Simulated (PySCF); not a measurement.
# AlH3: structure of the singlet

Where does singlet AlH3 go from a trigonal planar start, is the end point a minimum, and what are its modes, charges and moments?

The runs use PySCF 2.14.0; PBE, basis Al def2-TZVP, H def2-TZVP, no relativity, density fitting.

## 1. Starting geometry

4 atoms, charge 0, spin multiplicity 1.

Bond lengths: Al1–H2 1.580 Å, Al1–H3 1.580 Å, Al1–H4 1.580 Å. Angles: H2–Al1–H3 120.0°, H2–Al1–H4 120.0°, H3–Al1–H4 120.0°.

```xyz
4
charge 0 multiplicity 1
Al    0.0000    0.0000    0.0000
H     1.5800    0.0000    0.0000
H    -0.7900    1.3683    0.0000
H    -0.7900   -1.3683    0.0000
```

## 2. Finding the electronic state

The steps below are one call of a driver around PySCF. For each, scf.py gives the equivalent set-up of the SCF; relaxations use the driver's own optimiser. After this first run the driver tries any further starts and a stability analysis.

File scf.py:

```python
from pyscf import gto, scf, dft
mol = gto.M(atom='''
Al     0.000000     0.000000     0.000000
H      1.580000     0.000000     0.000000
H     -0.790000     1.368300     0.000000
H     -0.790000    -1.368300     0.000000''',
    basis={'Al': 'def2-TZVP', 'H': 'def2-TZVP'},
    charge=0, spin=0)
mf = dft.RKS(mol, xc='PBE')
mf.grids.atom_grid = (50, 194)
aux = {'Al': 'def2-universal-JKFIT', 'H': 'def2-universal-JKFIT'}
mf = mf.density_fit(auxbasis=aux)
mf.conv_tol = 1e-08
mf.diis_space = 10
mf.max_cycle = 60
mf.init_guess = 'minao'
mf.verbose = 4
mf.kernel()
```

Command:

```bash
OMP_NUM_THREADS=2 python axn.py task.json out
```

The runs that follow: Trigonal planar start, singlet: relaxation; Is it a minimum? Harmonic modes.

**Question.** What will these runs give? Wanted: minimum; geometry; wavenumbers; dipole moment; highest occupied, lowest empty level; polar-tensor charge of Al1; zero-point energy; atomisation energy.

The runs gave:

```
                                 quantity                                        value
                                  minimum                                 singlet, D3h
                                 geometry        Al–H 1.596 Å (×3); H–Al–H 120.0° (×3)
                       wavenumbers (cm⁻¹)  680 (a2''), 766 (e'), 1869 (a1'), 1884 (e')
                            dipole moment                                       0.00 D
     highest occupied, lowest empty level                              -7.29, -2.54 eV
               polar-tensor charge of Al1                                      +1.03 e
                        zero-point energy                                  47.0 kJ/mol
                      entropy at 298.15 K                              208.0 J/(mol K)
atomisation energy (no zero-point energy)                                   851 kJ/mol
```

**Reading.** The trigonal planar start keeps its D3h symmetry and ends in a minimum. The strongest infrared band lies at 1884 cm⁻¹ (e', stretch). Al1 has a polar-tensor charge of +1.0 e (a dipole derivative, not a static charge), yet symmetry cancels the bond dipoles. Other starts or spin states, not run here, may lie lower.
